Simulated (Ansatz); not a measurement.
Results of PBE0-D3(BJ) in Ansatz (plane waves, PAW) for rock-salt TiC.

Input file:

Ansatz 0.2 input:
```yaml
crystal:
  lattice:
    - [0.0, 2.1500873813, 2.1500873813]
    - [2.1500873813, 0.0, 2.1500873813]
    - [2.1500873813, 2.1500873813, 0.0]
  atoms:
    - { symbol: Ti, position: [0.0, 0.0, 0.0] }
    - { symbol: C, position: [0.5, 0.5, 0.5] }
basis:
  ecutwfc: 460
  ecutrho_ratio: 4
  xc_grid: 2
kpoints:
  mp_grid: { grid: [12, 12, 12] }
hamiltonian:
  xc: pbe0
  dispersion: d3bj
  pseudopotentials: { kind: paw }
scf:
  occupations: { method: fermi_dirac, width: 0.05 }
  convergence: { dr2_threshold: 0.0000000002 }
output:
  forces: true
  stress: true
  eigenvalues: true
```

Output (set-up and result lines):

```
WARN output.stress: scf.exx.energy_threshold = 1e-6 eV is looser than the 2e-8 eV advised for a stress under a hybrid functional (1e-8 eV for each atom of the …
Crystal: 2 atoms, lattice volume = 19.879 Å³
Basis set: ecut = 460 eV, 459 PW (Γ), exchange–correlation on 48×48×48 points (8 copies of the dense FFT grid, shifted against one another)
Bands: 12, of which v1, the nominal top of the filled ones, is band 8 counted from 1 (7 counted from 0)
Symmetry: 48 space group operations
Space group: Fm-3m (ITA 225), of the structure as read, at distance tolerance 2.7e-5 Å
k-points: 72 of 1728
Functional: x = pbe(κ = 0.804, μ = 0.2195149727645171), c = pbe(β = 0.06672455060314922), warm-up for x = 0.75 pbe(κ = 0.804, μ = 0.2195149727645171) + 0.25 exact, c = pbe(β = 0.06672455060314922)
SCF iter   1: F=—  HF=-2753.257064 eV  |F-HF|=—  |Δ(HF+E_count)|=         —  Δρ=3.47e-3  dr2=1.60e-3
SCF iter   2: F=—  HF=-2753.257229 eV  |F-HF|=—  |Δ(HF+E_count)|=   1.64e-4  Δρ=1.72e-3  dr2=3.66e-4
  ...
SCF 1 converged in 7 iterations: F = -2753.257233 eV  dr2 = 2.78e-11
Crystal: 2 atoms, lattice volume = 19.879 Å³
Initial density: handed on by an earlier stage of this run
Functional: x = 0.75 pbe(κ = 0.804, μ = 0.2195149727645171) + 0.25 exact, c = pbe(β = 0.06672455060314922)
SCF 2 converged in 7 iterations: F = -2753.149988 eV  dr2 = 1.15e-10
Crystal: 2 atoms, lattice volume = 19.879 Å³
SCF 3 converged in 8 iterations: F = -2753.168837 eV  dr2 = 3.53e-12
Crystal: 2 atoms, lattice volume = 19.879 Å³
Crystal: 2 atoms, lattice volume = 19.879 Å³
SCF 5 converged in 11 iterations: F = -2753.169703 eV  dr2 = 7.70e-11
Crystal: 2 atoms, lattice volume = 19.879 Å³
SCF iter   3: F=—  HF=-2753.169703 eV  |F-HF|=—  |Δ(HF+E_count)|=   1.38e-9  Δρ=5.20e-7  dr2=2.48e-10
SCF iter   4: F=-2753.169703 eV  HF=-2753.169703 eV  |F-HF|=1.36e-12  |Δ(HF+E_count)|=  7.82e-10  Δρ=1.04e-7  dr2=1.47e-12
SCF 6 converged in 4 iterations: F = -2753.169703 eV  dr2 = 1.47e-12
Free energy (F): -2753.169703 eV
Internal energy: -2753.168084 eV  (E = F + TS)
E sigma→0 (E₀):  -2753.168894 eV
Fermi energy:    15.304301 eV
--- Forces (eV/Å), atoms counted from 1 ---
  atom   1  Ti    -0.00000000     0.00000000     0.00000000
  atom   2  C      0.00000000    -0.00000000     0.00000000
--- Stress (GPa, compression-positive) ---
       -7.602814      -0.000000      -0.000000
       -0.000000      -7.602814       0.000000
       -0.000000      -0.000000      -7.602814
  P = ⅓ Tr σ = -7.6028 GPa (-76.028 kbar)
```

The cell is one volume of an energy–volume scan, off the minimum.

The PAW data were made under PBE.

Note: the run warned that the count of filled bands differs between k points.

Ansatz is a first-principles code.
